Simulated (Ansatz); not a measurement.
Al₂H₃⁺, relaxed as a triplet with UKS PBE-D4/def2-TZVP in Ansatz, starting from the PBE-D4/def2-TZVP geometry of the charge +1 singlet. Force threshold 0.02 eV/Å.

At PBE-D4/def2-TZVP a singlet of charge 1 lies 1.40 eV below the triplet, each at its own geometry. The structure comes from a short search, and lower isomers may exist.

Start:

```xyz
5

Al    1.336   -0.622    0.427
Al   -1.020    0.475   -0.323
H    -1.787    1.088    0.912
H     2.721   -1.270    0.861
H    -1.250    0.329   -1.877
```

Problem. Estimate the energy that the relaxation releases and the steps that it takes.

Solution. 25.8 kcal/mol, in 29 steps; 25 s on 2 threads of Intel Xeon Platinum 8488C on a shared host. The force fell under the threshold at step 17, but the optimiser went on and released 0.009 eV more. No frequencies were taken in this run, so the end may be a saddle point.

Problem. Does the start keep its bonding and symmetry?

Solution. Bonds formed: Al1–H5 (atoms count from 1).

Problem. Predict the relaxed structure.

Solution. 
Cartesian coordinates in Å:
```
Al 1.268 -0.312 0.335
Al -1.363 0.110 0.147
H -2.229 1.401 0.449
H 2.226 -1.501 -0.085
H 0.098 0.303 -0.846
```
Bond lengths (bridged metal pairs left out): 4 × Al–H 1.58 to 1.78 Å.
